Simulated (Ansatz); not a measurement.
Relaxation of C₃H₆O₃ (12 atoms, charge 0, multiplicity 1), to a largest force component of 0.015 eV/Å in at most 40 steps.

Level of theory: RKS PBE-D4/def2-SVP (Ansatz).

```xyz
12
Properties=species:S:1:pos:R:3
C -0.032 -2.146 -0.108
O -0.569 -0.773 -0.286
C -0.835 -0.503 -1.583
C -1.359 0.612 -2.075
O -1.616 1.650 -1.123
O -1.596 0.908 -3.340
H -0.819 -2.787 -0.487
H 0.873 -2.240 -0.708
H 0.100 -2.305 0.981
H -0.597 -1.317 -2.324
H -1.335 1.311 -0.260
H -1.929 1.804 -3.349
```

Question: Where does it end, and by what steps?

Answer: The forces met the threshold. After 14 steps the energy has fallen by 0.542 eV; H10 moved furthest, 0.82 Å.

```csv
step,energy less start (eV),largest force component (eV/Å),accepted
0,0.0000,3.546,yes
1,-0.3221,2.162,yes
2,-0.4466,0.516,yes
3,-0.4629,0.125,yes
4,-0.4665,0.181,yes
5,-0.4727,0.447,yes
6,-0.4853,0.322,yes
7,-0.5113,0.164,yes
8,-0.5265,0.130,yes
9,-0.5180,0.681,no
10,-0.5361,0.085,yes
11,-0.5397,0.116,yes
12,-0.5411,0.068,yes
13,-0.5418,0.031,yes
14,-0.5419,0.011,yes
```

```xyz
12
Properties=species:S:1:pos:R:3
C -0.214 -1.985 -0.080
O 0.016 -0.660 -0.539
C -0.378 -0.447 -1.858
C -1.289 0.539 -2.053
O -1.799 1.256 -1.017
O -1.754 0.918 -3.261
H -1.292 -2.265 -0.138
H 0.368 -2.726 -0.674
H 0.123 -2.035 0.974
H 0.086 -1.030 -2.668
H -1.319 0.911 -0.229
H -2.264 1.739 -3.119
```

Time of the run: 32 s on 2 threads of Intel(R) Xeon(R) Platinum 8488C (Sapphire Rapids), with other jobs on the host, peak memory 0.17 GiB.
